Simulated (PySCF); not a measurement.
Below is a simulated gas-phase C 1s photoelectron spectrum of `C([C@H](C)F)=C`.

Every computed line was given a Gaussian of 0.8 eV full width at half maximum and an area set by the number of equivalent atoms; the highest printed point is 100. Method used: PySCF 2.14.0, delta-SCF UKS SCAN, pcX-2 on the ionised atom, pcseg-1 elsewhere, spin-free X2C.

(binding energy (eV), intensity): (289.1, 0), (289.2, 0), (289.3, 1), (289.4, 2), (289.5, 3), (289.6, 6), (289.7, 11), (289.8, 18), (289.9, 27), (290.0, 38), (290.1, 51), (290.2, 63), (290.3, 75), (290.4, 86), (290.5, 94), (290.6, 99), (290.7, 100), (290.8, 96), (290.9, 86), (291.0, 73), (291.1, 57), (291.2, 42), (291.3, 29), (291.4, 18), (291.5, 10), (291.6, 6), (291.7, 3), (291.8, 1), (291.9, 1), (292.0, 0), (292.1, 1), (292.2, 1), (292.3, 3), (292.4, 5), (292.5, 9), (292.6, 14), (292.7, 21), (292.8, 28), (292.9, 35), (293.0, 41), (293.1, 43), (293.2, 42), (293.3, 37), (293.4, 30), (293.5, 22), (293.6, 15), (293.7, 10), (293.8, 5), (293.9, 3), (294.0, 1), (294.1, 1), (294.2, 0), (294.3, 0)

Task: How many maxima does the curve show, and how many computed lines lie under it?

Result: The curve has 2 maxima (at 290.7 and 293.1 eV). Under it lie 4 lines from 4 inequivalent carbon sites. At this width some lines have no maximum of their own.

Task: Decompose the envelope and assign each component. Numbering: `[CH2:1]=[CH:2][C@H:3]([CH3:4])[F:5]`.

Result: 
| position (eV) | relative area | line | atoms | environment |
| --- | --- | --- | --- | --- |
| 290.27 | 1 | C 1s | C1 | terminal =CH2 carbon |
| 290.69 | 1 | C 1s | C2 | alkene CH carbon |
| 290.87 | 1 | C 1s | C4 | methyl carbon |
| 293.11 | 1 | C 1s | C3 | sp3 C–F carbon |

Task: What are the centre and the root-mean-square width of the whole band?

Result: The area-weighted mean of the lines is 291.24 eV. Their own spread about it is 1.10 eV (rms) and each Gaussian has σ = 0.8/2.355 = 0.34 eV; the variances add, which gives 1.16 eV.

The listed C 1s values span 2.84 eV, from C1 (bonded to C (double bond) and 2 H) to C3 (bonded to F, 2 C and H). The widest gap between neighbouring values is 2.24 eV, between 290.87 and 293.11 eV. Summing the Pauling electronegativity differences to the bonded atoms, each weighted by its formal bond order, gives -0.70 for the lowest site and +1.08 for the highest; no listed site has a larger sum than the highest. The smallest sum, -1.05, belongs to C4, 0.60 eV above the lowest.

Shake-up satellites, vibrational structure and lifetime widths aren't simulated. One conformer (not necessarily the lowest) at the GFN2-xTB geometry, without solvent, vibrations or thermal averaging.

The values belong to the conformer `[CH2:1]=[CH:2][C@H:3]([CH3:4])[F:5]`: C1–C2–C3–C4 115°.
